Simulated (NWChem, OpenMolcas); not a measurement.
How methods differ on SiH2Cl2 (dichlorosilane (DCS))

SiH2Cl2: 5 atoms, total charge 0, spin state singlet. As SMILES, `Cl[SiH2]Cl`. Geometry: relaxed at PBE0-D4/def2-TZVP.

Quantity: the dipole moment, in D. The values are calculated.

**What was measured.** NIST CCCBDB gives the dipole moment of the gas as 1.13 D.

```
              level                    kind     program  value (D)  computed − measured  CPU time
       HF/6-311+G**            Hartree–Fock  OpenMolcas       1.81                +0.68      12 s
     BLYP/6-311+G**                     GGA  OpenMolcas       1.46                +0.33      32 s
      PBE/6-311+G**                     GGA  OpenMolcas       1.47                +0.34      29 s
    M06-L/6-311+G**                meta-GGA      NWChem       1.46                +0.33      18 s
    B3LYP/6-311+G**           global hybrid  OpenMolcas       1.57                +0.44      28 s
    BHLYP/6-311+G**           global hybrid      NWChem       1.69                +0.56     9.8 s
   M06-2X/6-311+G**         hybrid meta-GGA  OpenMolcas       1.73                +0.60      32 s
CAM-B3LYP/6-311+G**  range-separated hybrid      NWChem       1.66                +0.53      36 s
```

Nearest: BLYP/6-311+G** (+0.33 D), M06-L/6-311+G** (+0.33 D); farthest: HF/6-311+G** (+0.68 D). The measured dipole is a vibrational average, so differences of a few hundredths of a debye mean little. Computed less measured by kind, in D (6-311+G** rows): Hartree–Fock +0.68; GGA +0.33 to +0.34; meta-GGA +0.33; global hybrid +0.44 to +0.60; range-separated hybrid +0.53. CPU times are rough (shared hosts, several kinds of processor): they show what a rung costs within a factor of a few.
